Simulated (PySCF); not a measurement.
# C4H7F: the cost of one run

Programs: PySCF 2.14.0, with density-fitted response routines of our own. Each step states its level of theory. These are calculated values for one molecule in the gas phase, unless marked as measured. Atoms are numbered from 0 throughout.

## (1) Starting geometry

12 atoms, charge 0, multiplicity 1; geometry from: GFN2-xTB. The atoms were then displaced at random by about 0.01 Å, so the start is not that level's minimum.

Bonds of the start (Å): C0–C1 1.51, C1–C2 1.34, C2–C3 1.44, C2–F4 1.36, C0–H5 1.12, C0–H6 1.08, C0–H7 1.08, C1–H8 1.07, C3–H9 1.12, C3–H10 1.09, C3–H11 1.09.

## (2) Relaxing the molecule at PBE0-D3(BJ)/def2-SVP

Job settings and geometry (Å):

```
{"job": {"xc": "PBE0", "basis": "def2-SVP", "d3": "d3bj", "grid": 1, "shake": 0.01, "kind": "geom"}, "charge": 0, "multiplicity": 1}
C      1.961590     0.100410     0.254340
C      0.547510    -0.418350     0.145590
C     -0.556380     0.308320    -0.058190
C     -1.912510    -0.158170    -0.164390
F     -0.436970     1.655650    -0.186300
H      1.941480     1.211240     0.134710
H      2.381660    -0.132630     1.217910
H      2.587340    -0.308280    -0.527180
H      0.438660    -1.477380     0.263900
H     -2.557900     0.304800     0.622150
H     -2.003040    -1.241950    -0.046070
H     -2.351760     0.128060    -1.121370
```

Run with:

```sh
$ OMP_NUM_THREADS=1 python probes_run.py task.json out
```

The driver reads the jobs from task.json and runs them one after another.

Q: Estimate the wall time and peak memory of this first job on 1 thread of Arm Neoverse V1, shared host.

About 32 s, with a peak of 0.43 GiB.
